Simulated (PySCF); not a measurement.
Isomers of C4H5NS, one conformer each; single-point electronic energies without zero-point terms and without any empirical dispersion term.

All values: wB97X-D/pcSseg-2 (PySCF, non-relativistic), each on one gas-phase PBE0-D3(BJ)/def2-TZVP geometry that isn't relaxed in the solvent. The solvent is an IEF-PCM continuum (cavity from Bondi-type radii × 1.2). Specific hydrogen bonds and non-electrostatic terms are outside this model.

```tsv
isomer	relative energy, gas (kcal/mol)	dipole (D)
`CC1=NC=CS1`	0.0	1.29
`Cc1cscn1`	0.6	1.35
`Cc1cncs1`	2.1	2.13
`Nc1ccsc1`	4.0	1.78
`Nc1cccs1`	5.6	1.68
```

Q: How do the relative energies look in chloroform (ε = 4.711)?

A: 
```json
{"isomer": "`CC1=NC=CS1`", "relative energy, solvent (kcal/mol)": "0.0", "E(solvent) − E(gas) (kcal/mol)": "-3.3", "dipole in solvent (D)": "1.77"}
{"isomer": "`Cc1cscn1`", "relative energy, solvent (kcal/mol)": "0.6", "E(solvent) − E(gas) (kcal/mol)": "-3.2", "dipole in solvent (D)": "1.79"}
{"isomer": "`Cc1cncs1`", "relative energy, solvent (kcal/mol)": "1.9", "E(solvent) − E(gas) (kcal/mol)": "-3.5", "dipole in solvent (D)": "2.71"}
{"isomer": "`Nc1ccsc1`", "relative energy, solvent (kcal/mol)": "2.8", "E(solvent) − E(gas) (kcal/mol)": "-4.5", "dipole in solvent (D)": "2.21"}
{"isomer": "`Nc1cccs1`", "relative energy, solvent (kcal/mol)": "4.3", "E(solvent) − E(gas) (kcal/mol)": "-4.5", "dipole in solvent (D)": "2.07"}
```

The order is unchanged. The gains span 1.3 kcal/mol, the gas-phase energies 5.6 kcal/mol.
